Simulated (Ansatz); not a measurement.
input.yaml (Ansatz)

```yaml
crystal:
  lattice:
    - [2.7061552118, 0.0, 0.0]
    - [-1.3530776059, 2.34359916, 0.0]
    - [0.0, 0.0, 4.2551722656]
  atoms:
    - { symbol: Ru, position: [0.3333333333, 0.6666666667, 0.25], spin: 1.0 }
    - { symbol: Ru, position: [0.6666666667, 0.3333333333, 0.75], spin: 1.0 }
hamiltonian:
  xc: mr2scan
  pseudopotentials:
    kind: paw
    azcp:
      Ru: "pseudopotentials/Ru.paw.azcp"
basis:
  ecutwfc: 500
  fft_grid_basis: typed
kpoints:
  mp_grid: { grid: [22, 22, 12], shift: [0, 0, 0] }
magnetization:
  spin_polarized: true
scf:
  occupations: { method: fermi_dirac, width: 0.05 }
```

Output

```
Engine: ansatz 0.2.0, aarch64-unknown-linux-gnu
Pseudopotentials: kind: paw
Pseudopotential: Ru, paw, valence charge 16, recommended cutoff 500 eV (meta_gga) 
Functional definition: m-r2SCAN
  exchange = m_r2scan_x
  correlation = m_r2scan_c
Crystal: 2 atoms, lattice volume = 26.987 Å³
Basis set: ecut = 500 eV, 687 PW (Γ), exchange–correlation on 80×80×128 points (64 copies of the dense FFT grid, shifted against one another)
Bands: 21, of which v1, the nominal top of the filled ones, is band 16 counted from 1 (15 counted from 0)
Symmetry: 24 space group operations
Space group: P63/mmc (ITA 194), of the structure as read, at distance tolerance 3.0e-5 Å
Magnetic group: BNS 194.263 (UNI 1493), of the structure as read, at distance tolerance 3.0e-5 Å
k-points: 364 of 5808
Non-local potential: Ru, projectors of the file, l = 0: 3, l = 1: 2, l = 2: 2, l = 3: 1
PAW form: soft (Blöchl's): semilocal exchange-correlation on the pseudo side does not see the compensation charge
PAW frozen core: Ru, regenerated for the run's functional (the file was generated under x = pbe(κ = 0.804, μ = 0.2195149727645171), c = pbe(β = 0.06672455060314922))
PAW one-centre angular grid: Ru, 590 points (default); XC on 160 Gauss nodes
Initial density: superposition of atomic densities (chi_scale 0.1, normalization cell)
Starting moments: Σ|m| = 2 μB on 2 of 2 sites
Initial wavefunctions: pseudopotential atomic-orbital guess
Functional: x = mr2scan, c = mr2scan; τ floored in thin density (d = 2e-4 eV/Å³)
SCF iter   1: F=—  HF=-11782.756783 eV  |F-HF|=—  |Δ(HF+E_count)|=         —  Δρ=8.00e-2 (↑8.00e-2 ↓4.36e-2)  dr2=3.48e0  dr2_τ=4.94e-2  dr2_m=2.05e-1  M=0.876 μB ∫|m|=0.876 μB  β_m=0.53  ethr=3.10e-3  ⟨swp⟩=5.2  Hψ=63713  notcnv=0
Mixer restart at iter 1: flushing history
SCF iter   2: F=—  HF=-11781.477597 eV  |F-HF|=—  |Δ(HF+E_count)|=    1.28e0  Δρ=4.97e-2 (↑4.97e-2 ↓2.97e-2)  dr2=1.46e0  dr2_τ=1.45e-2  dr2_m=6.68e-2  M=0.742 μB ∫|m|=0.743 μB  β_m=1.00  ethr=3.10e-3  ⟨swp⟩=2.6  Hψ=28539  notcnv=0  defer=246  κ⁻¹=1.0e0(r=1)
SCF iter   3: F=—  HF=-11781.248398 eV  |F-HF|=—  |Δ(HF+E_count)|=   2.29e-1  Δρ=1.27e-2 (↑1.27e-2 ↓8.34e-3)  dr2=6.56e-2  dr2_τ=1.45e-3  dr2_m=4.48e-3  M=0.397 μB ∫|m|=0.416 μB  β_m=1.00  ethr=3.10e-3  ⟨swp⟩=2.4  Hψ=27899  notcnv=0  defer=246  κ⁻¹=4.5e-2(r=2)
SCF iter   4: F=—  HF=-11781.471600 eV  |F-HF|=—  |Δ(HF+E_count)|=         —  Δρ=1.42e-2 (↑1.36e-2 ↓1.42e-2)  dr2=1.22e-2  dr2_τ=4.96e-3  dr2_m=3.97e-2  M=-0.033 μB ∫|m|=0.033 μB  β_m=0.30  ethr=2.05e-4  ⟨swp⟩=2.3  Hψ=27893  notcnv=0  defer=250
Mixer restart at iter 4: flushing history
SCF iter   5: F=—  HF=-11781.442337 eV  |F-HF|=—  |Δ(HF+E_count)|=   2.93e-2  Δρ=9.39e-3 (↑9.21e-3 ↓9.39e-3)  dr2=6.14e-3  dr2_τ=3.57e-4  dr2_m=1.73e-2  M=-0.011 μB ∫|m|=0.012 μB  β_m=0.36  ethr=3.81e-5  ⟨swp⟩=1.0  Hψ=15512  notcnv=0  defer=250  κ⁻¹=1.0e0(r=1)
SCF iter   6: F=—  HF=-11781.422281 eV  |F-HF|=—  |Δ(HF+E_count)|=   2.01e-2  Δρ=3.04e-3 (↑3.04e-3 ↓2.85e-3)  dr2=8.10e-4  dr2_τ=7.17e-5  dr2_m=1.66e-3  M=-0.008 μB ∫|m|=0.008 μB  β_m=0.47  ethr=1.92e-5  ⟨swp⟩=2.2  Hψ=24083  notcnv=0  defer=251  κ⁻¹=1.4e-1(r=2)
SCF iter   7: F=—  HF=-11781.419920 eV  |F-HF|=—  |Δ(HF+E_count)|=   2.36e-3  Δρ=2.91e-4 (↑2.91e-4 ↓2.80e-4)  dr2=2.94e-5  dr2_τ=1.30e-6  dr2_m=5.76e-6  M=-0.002 μB ∫|m|=0.002 μB  β_m=0.35  ethr=2.53e-6  ⟨swp⟩=2.4  Hψ=27152  notcnv=0  defer=251  κ⁻¹=8.0e-4(r=3)
SCF iter   8: F=—  HF=-11781.420069 eV  |F-HF|=—  |Δ(HF+E_count)|=   1.50e-4  Δρ=1.41e-4 (↑1.41e-4 ↓1.35e-4)  dr2=6.00e-6  dr2_τ=3.19e-7  dr2_m=1.17e-6  M=-0.001 μB ∫|m|=0.001 μB  β_m=0.33  ethr=9.19e-8  ⟨swp⟩=2.5  Hψ=25795  notcnv=0  defer=251  κ⁻¹=1.7e-4(r=4)
SCF iter   9: F=—  HF=-11781.420122 eV  |F-HF|=—  |Δ(HF+E_count)|=   5.33e-5  Δρ=5.39e-5 (↑3.87e-5 ↓5.39e-5)  dr2=5.05e-7  dr2_τ=2.84e-8  dr2_m=2.59e-7  M=0.000 μB ∫|m|=0.000 μB  β_m=1.00  ethr=1.88e-8  ⟨swp⟩=2.0  Hψ=25351  notcnv=0  defer=251  κ⁻¹=3.1e-5(r=5)
SCF iter  10: F=—  HF=-11781.420131 eV  |F-HF|=—  |Δ(HF+E_count)|=   8.43e-6  Δρ=1.52e-5 (↑8.00e-6 ↓1.52e-5)  dr2=6.73e-8  dr2_τ=2.95e-9  dr2_m=6.58e-9  M=0.000 μB ∫|m|=0.000 μB  β_m=1.00  ethr=1.58e-9  ⟨swp⟩=2.0  Hψ=25844  notcnv=0  defer=251  κ⁻¹=4.2e-6(r=6)
SCF iter  11: F=—  HF=-11781.420131 eV  |F-HF|=—  |Δ(HF+E_count)|=   3.85e-7  Δρ=8.93e-6 (↑8.93e-6 ↓7.93e-6)  dr2=1.57e-8  dr2_τ=2.31e-9  dr2_m=1.65e-9  M=0.000 μB ∫|m|=0.000 μB  β_m=0.62  ethr=2.10e-10  ⟨swp⟩=2.2  Hψ=26348  notcnv=0  defer=251  κ⁻¹=3.6e-7(r=7)
SCF iter  12: F=—  HF=-11781.420131 eV  |F-HF|=—  |Δ(HF+E_count)|=   4.07e-8  Δρ=5.11e-6 (↑5.11e-6 ↓3.40e-6)  dr2=5.33e-9  dr2_τ=4.88e-10  dr2_m=1.10e-9  M=0.000 μB ∫|m|=0.000 μB  β_m=0.30  ethr=4.92e-11  ⟨swp⟩=2.0  Hψ=26794  notcnv=0  defer=251  κ⁻¹=6.3e-8(r=8)
SCF iter  13: F=—  HF=-11781.420131 eV  |F-HF|=—  |Δ(HF+E_count)|=   3.46e-8  Δρ=2.39e-6 (↑2.39e-6 ↓1.68e-6)  dr2=7.94e-10  dr2_τ=8.33e-11  dr2_m=6.40e-10  M=0.000 μB ∫|m|=0.000 μB  β_m=0.30  ethr=1.66e-11  ⟨swp⟩=2.0  Hψ=26810  notcnv=0  defer=251  κ⁻¹=1.0e-8(r=8)
SCF iter  14: F=—  HF=-11781.420131 eV  |F-HF|=—  |Δ(HF+E_count)|=   2.24e-8  Δρ=1.15e-6 (↑1.15e-6 ↓4.99e-7)  dr2=1.61e-10  dr2_τ=1.03e-11  dr2_m=1.27e-10  M=0.000 μB ∫|m|=0.000 μB  β_m=0.81  ethr=2.48e-12  ⟨swp⟩=2.0  Hψ=26836  notcnv=0  defer=251  κ⁻¹=2.0e-8(r=8)
SCF iter  15: F=-11781.420131 eV  HF=-11781.420131 eV  |F-HF|=4.00e-11  |Δ(HF+E_count)|=   3.41e-9  Δρ=1.67e-7 (↑1.67e-7 ↓1.40e-7)  dr2=5.77e-13  dr2_τ=7.04e-13  dr2_m=5.57e-12  M=-0.000 μB ∫|m|=0.000 μB  ethr=1.00e-12  ⟨swp⟩=1.0  Hψ=45164  notcnv=0
SCF 1 converged in 15 iterations: F = -11781.420131 eV  dr2 = 5.77e-13
WARN: the starting moments were not kept: the SCF closed with an absolute magnetisation of 9.3e-7 μB, where they sum to 2 μB in size (2 sites). That is at most 0.1 of that sum. Measured as dr2_m measures the in/out step, that magnetisation stands 8.5e-14 eV from none, at or under the dr2_threshold of 1.0e-7 eV: it is no larger than a step whose dr2_m would equal this threshold. The system may hold no moment; this SCF shows only that its start led to no more than that. To try another start: raise the starting moments (crystal.atoms[].spin, magnetization.per_species, magnetization.initial_magnetization, or on a non-collinear deck that types none of these the spinor_matrix: blocks that start its atoms; where the total moment is fixed, keep their sum and leave initial_magnetization as it is; typed ones take the place of any that the run laid by itself, positive ones on a crystal's lanthanoids without a Hubbard term where scf.initial_density.shell_occupations: [] is typed) or, if the notice of its spin-set hold's release reads "site moments contracting" or "site moments show no strong build", lengthen the hold (scf.mixing.spin_hold: { on: { confirm: 4 } }; for m-r²SCAN on two components see the key's manual first). Each may lead to a state that holds a moment. A second SCF, from the converged charge density, with the starting moments and any scf.initial_density.shell_occupations laid on it anew, would have followed, and was not run: the deck does not ask for one (magnetization.retry_lost_moments is false, the default). To let it run, set magnetization.retry_lost_moments: true and run the deck again, where that key's refused combinations let it; where memory then withholds it, that run's warning says so.
this state was not tested for a lower state beside it, because the mixer in use, unlike msr1, does not test its closes by its own steps (another_mixer; see scf.mixing.algorithm and scf.lower_state_search)
SCF converged after 15 iterations
Magnetization: -0.0000 μB (16.0000 up, 16.0000 down)
Absolute magnetization: 0.0000 μB (∫|ρ↑−ρ↓|, with the PAW one-centre terms)
Spin contamination: 0.0000 ħ² per cell (⟨S²⟩ above its minimum at these occupations)
Per-site moments (μB) at R_I (Å): [(-2.9500066347153165e-7, 1.0888527058667166), (-2.950006635125565e-7, 1.0888527058667166)]
Free energy (F): -11781.420131 eV
Harris-Foulkes:  -11781.420131 eV  (|F-HF|=4.00e-11)
Internal energy: -11781.409052 eV  (E = F + TS)
E sigma→0 (E₀):  -11781.414591 eV
Entropy (-TS):   -0.011080 eV (-5.540 meV/atom)
Fermi energy:    23.573545 eV
--- Per-component energies (eV) ---
  E_band       = -133.160898
  E_kinetic    = 1028.618453
  E_local      = -2500.809099  (includes V_loc(G=0)·N_el)
  E_nonlocal   = 685.571101
  E_hartree    = 803.320278
  E_xc         = -368.667472
  E_vxc        = -534.119707  (∫ρ·V_xc dr)
  E_paw        = -6957.706516  (= ΣΔE_a)
  E_vpaw       = -456.647663  (= ΣTr[D̂ρ^β])
  E_aug_tail   = 0.000198  (compensation charges beyond the density's cutoff)
  E_vtau       = 37.585311  (kinetic-family band-sum trace: ∫τ·v_τ [+ j·A + Jᵃ·Aᵃ] dr)
  E_ewald      = -4471.114083
  E_core_change = -0.621911  (= ΣΔE_core)
  E_smearing   = -0.011080  (= −TS)
  E_closure    = 0.000000  (closes the sum)
  Σ components = -11781.420131   (vs F -11781.420131, Δ=0.00e0)
```
